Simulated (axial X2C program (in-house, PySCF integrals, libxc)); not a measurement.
**Bond lengths and stretching modes, held linear, of SiCN⁺**

Computed with an in-house all-electron X2C program for linear molecules (integrals from PySCF): two-component X2C with atomic mean-field Coulomb and Gaunt terms, Gaussian nuclei, basis Si dyall-v3z, C dyall-v3z, N dyall-av3z with contracted cores. Spin-free rows use the one-electron spin-free X2C Hamiltonian.

Masses Si 27.977, C 12.000, N 14.003 u. States: 2c Ω = 0 (all partner blocks equally filled); spin-free M_S = 0, Λ = 0 (closed shell).

PBE0, 2c: energies above the lowest point

```json
{"r(Si–C) (Å)": "1.7745", "r(C–N) (Å)": "1.1339", "E (meV)": "73.66"}
{"r(Si–C) (Å)": "1.7745", "r(C–N) (Å)": "1.1630", "E (meV)": "25.76"}
{"r(Si–C) (Å)": "1.7745", "r(C–N) (Å)": "1.1921", "E (meV)": "74.70"}
{"r(Si–C) (Å)": "1.8200", "r(C–N) (Å)": "1.1339", "E (meV)": "47.19"}
{"r(Si–C) (Å)": "1.8200", "r(C–N) (Å)": "1.1630", "E (meV)": "0.00"}
{"r(Si–C) (Å)": "1.8200", "r(C–N) (Å)": "1.1921", "E (meV)": "49.57"}
{"r(Si–C) (Å)": "1.8200", "r(C–N) (Å)": "1.2212", "E (meV)": "179.12"}
{"r(Si–C) (Å)": "1.8655", "r(C–N) (Å)": "1.1339", "E (meV)": "67.17"}
{"r(Si–C) (Å)": "1.8655", "r(C–N) (Å)": "1.1630", "E (meV)": "20.68"}
{"r(Si–C) (Å)": "1.8655", "r(C–N) (Å)": "1.1921", "E (meV)": "70.85"}
{"r(Si–C) (Å)": "1.9110", "r(C–N) (Å)": "1.1630", "E (meV)": "79.19"}
{"r(Si–C) (Å)": "1.9110", "r(C–N) (Å)": "1.2212", "E (meV)": "260.41"}
```

Q: Fit a quadratic surface with cubic terms in each bond: where is the minimum, and what are the two stretching wavenumbers?

A: At PBE0, 2c: bonds 1.821 and 1.162 Å; harmonic stretches 652.4 and 2262.0 cm⁻¹; force constants 3.57, 18.4 and coupling 0.07 mdyn/Å.

The other levels and Hamiltonians give:

```json
{"Hamiltonian": "2c", "level": "HF", "r(Si–C) (Å)": "1.822", "r(C–N) (Å)": "1.134", "lower stretch (cm⁻¹)": "672.3", "upper stretch (cm⁻¹)": "2465.4"}
{"Hamiltonian": "2c", "level": "TPSSh", "r(Si–C) (Å)": "1.823", "r(C–N) (Å)": "1.168", "lower stretch (cm⁻¹)": "645.8", "upper stretch (cm⁻¹)": "2209.8"}
{"Hamiltonian": "2c", "level": "MP2", "r(Si–C) (Å)": "1.815", "r(C–N) (Å)": "1.189", "lower stretch (cm⁻¹)": "659.1", "upper stretch (cm⁻¹)": "2006.7"}
{"Hamiltonian": "spin-free", "level": "PBE0", "r(Si–C) (Å)": "1.821", "r(C–N) (Å)": "1.162", "lower stretch (cm⁻¹)": "652.5", "upper stretch (cm⁻¹)": "2262.0"}
{"Hamiltonian": "spin-free", "level": "HF", "r(Si–C) (Å)": "1.821", "r(C–N) (Å)": "1.134", "lower stretch (cm⁻¹)": "672.4", "upper stretch (cm⁻¹)": "2465.4"}
{"Hamiltonian": "spin-free", "level": "TPSSh", "r(Si–C) (Å)": "1.823", "r(C–N) (Å)": "1.168", "lower stretch (cm⁻¹)": "645.8", "upper stretch (cm⁻¹)": "2209.8"}
{"Hamiltonian": "spin-free", "level": "MP2", "r(Si–C) (Å)": "1.815", "r(C–N) (Å)": "1.189", "lower stretch (cm⁻¹)": "659.1", "upper stretch (cm⁻¹)": "2006.7"}
```

Each state is one determinant, the lowest of a limited PBE0 search; the stretches come from a fit to these few points and carry an uncertainty of a few per cent. Other orders of the atoms were not compared. The levels spread by more than a fifth, so the stretches depend strongly on the method. MP2 freezes inner shells (threshold -2 hartree). The molecule was held linear; bending was not examined, so a bent shape may lie lower.
